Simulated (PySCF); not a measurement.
Phosphorous acid, H₃O₃P.
Numbering: `[OH:1][P:2]([OH:3])[OH:4]` (hydrogens: H5 on O1; H6 on O3; H7 on O4)

A linear-response calculation (PySCF, def2-SVPD basis, gas phase, vertical, core orbitals frozen in the response) gave these numbers; the functional is withheld.

Orbital energies (eV): HOMO-3 -10.28, HOMO-2 -10.17, HOMO-1 -9.53, HOMO -7.23, LUMO 0.27, LUMO+1 0.31, LUMO+2 0.46.

```
state  E (eV)       f  main configurations (H = HOMO, L = LUMO)
   S1    6.39   0.112                                 H→L (98%)
   S2    6.43   0.108                               H→L+1 (98%)
   S3    6.53  0.0027                               H→L+2 (99%)
   S4    8.01  0.0056                               H→L+3 (85%)
   S5    8.03  0.0059                               H→L+4 (85%)
   S6    8.29   0.252                               H→L+5 (97%)
```

Triplets (Tamm–Dancoff): T1 5.08 eV, H→L (82%), H→L+3 (10%); T2 5.13 eV, H→L+1 (80%), H→L+4 (10%); T3 6.22 eV, H→L+2 (97%); T4 7.42 eV, H→L+3 (78%), H→L (9%).

Vertical ionisation energy by ΔSCF with the same functional: 9.60 eV. Mean static polarisability: 40.2 au.

Task: Which of these was used?
A. HF
B. PBE0
C. PBE
D. wB97X-D

Result: B. PBE0 is a global hybrid with 25% exact exchange. In this run −ε(HOMO) = 7.23 eV differs from the ΔSCF value by -2.37 eV, and S1 differs from the orbital gap of 7.51 eV by -1.11 eV. The ratio −ε(HOMO)/IP is 0.75. Small neutral molecules mostly give 0.7 to 0.83 with PBE0, 0.5 to 0.7 with PBE, 0.89 to 0.99 with wB97X-D; Hartree–Fock can't fall below 1, since the ion's relaxation only lowers the ΔSCF value. The other options: PBE, a GGA without exact exchange; HF, time-dependent Hartree–Fock, 100% exact exchange; wB97X-D, range-separated, 22% exact exchange at short range and 100% at long range (ω = 0.2 bohr⁻¹).

Theory: TDDFT PBE0/def2-SVPD, vertical, gas phase, core orbitals frozen in the response in PySCF 2.14.0, density-fitted response routines. The structure is a single PBE0-D3(BJ)/def2-SVP conformer in the gas phase; no vibrational or solvent corrections.

Time: 7.5 s wall; peak memory 0.51 GiB. Hardware: one thread of an Intel Xeon 6975P-C, no GPU, shared host.

Shape of the structure used: `[OH:1][P:2]([OH:3])[OH:4]`: H–O1–P2–O3 92°, H–O3–P2–O1 -163°, H–O4–P2–O1 103°.

Without π bonds the low states are Rydberg-like; a valence basis with one diffuse set may place them up to an eV too high.
